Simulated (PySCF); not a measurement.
## SMILES c1cc[nH]c1, C4H5N

Cartesian coordinates in Å; atom numbers follow the order of the lines, from 1:
```xyz
10

C     0.425    1.112   -0.073
C    -0.934    0.699   -0.124
C    -0.946   -0.678   -0.055
N     0.349   -1.101    0.036
C     1.195   -0.028    0.027
H     0.801    2.133   -0.104
H    -1.810    1.340   -0.204
H    -1.774   -1.384   -0.063
H     0.640   -2.066    0.102
H     2.273   -0.156    0.092
```

Method: GIAO KT1/pcseg-1 magnetisability, rotational g tensor and spin-rotation constants, non-relativistic, gas phase (PySCF 2.14.0). Geometry: PBE0-D3(BJ)/def2-SVP.

Task: Give the nuclear spin-rotation constants along the inertial axes (H = +C I·J) beside the isotropic shieldings.

Result: Rotational constants 9.1910, 9.0224, 4.5530 GHz. A star marks the isotopologue with that one atom substituted, in its own axes.
```tsv
atom	isotope	Caa (kHz)	Cbb (kHz)	Ccc (kHz)	mean (kHz)	σ (ppm)
N4	14N	1.231	0.851	0.232	0.771	113.7
H6	1H	0.273	-0.258	-0.480	-0.155	25.2
H7	1H	0.267	-0.253	-0.480	-0.155	25.2
H8	1H	-0.628	0.600	-0.474	-0.168	24.9
H9	1H	0.864	-0.992	-0.490	-0.206	24.2
H10	1H	-0.632	0.604	-0.474	-0.168	24.9
C1	13C*	3.397	2.651	0.518	2.189	91.0
C3	13C*	3.087	2.915	0.640	2.214	85.5
```
For the geometry as given, no vibrational averaging.
